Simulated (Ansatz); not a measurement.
Ge$_{2}$, triplet in cc-pVDZ: errors against full CI

Geometry: that of the Ge2, singlet, kept fixed.

```yaml
atoms:
  - { symbol: Ge, position_ang: [0.0000, 0.0000, 0.0000] }
  - { symbol: Ge, position_ang: [0.0000, 0.0000, 2.4095] }
```

Basis cc-pVDZ; Ansatz 0.2.0. Only valence electrons are correlated (noble-gas cores and the filled d shells of p-block atoms frozen), which leaves 8 electrons in 26 orbitals. R marks a restricted (for open shells ROHF) determinant. Active spaces: valence = (8e, 8o) chosen from the atoms' valence shells. No spin–orbit coupling is included, and no scalar relativity.

Full CI is exact within this basis and frozen core; it isn't the basis-set limit.

For open shells CISD is restricted-active-space CI with the open shells as a complete middle space.

```
UHF ⟨S²⟩                          : 2.011
T1 diagnostic (RCCSD)             : 0.0186
largest doubles amplitude (RCCSD) : 0.105
```

**Question.** From what is known of these methods and the diagnostics, rank them by the size of their error in total energy against full CI in cc-pVDZ, smallest first (an estimate: the text doesn't fix the numbers).
A. RCCSDTQ
B. RMP2
C. CISD
D. RCCSD(T)
E. MRCISD+Q (valence space)

**Answer.** A (0.1 kJ/mol), E (1.9 kJ/mol), D (5.3 kJ/mol), C (47.3 kJ/mol), B (94.7 kJ/mol).

All errors are against full CI in cc-pVDZ. Below it: MRCISD+Q (valence space). Within each family the higher level lies nearer, as is usual though not guaranteed.

The full-CI state has the irrep B1g of D2h, in the program's axes (one component, if the state is degenerate).

Natural occupations of full CI about the gap: 1.951 1.920 1.898 0.964 0.964 0.069 0.069 0.055 0.015 0.015; effectively unpaired electrons, Σ n²(2−n)², 2.12.
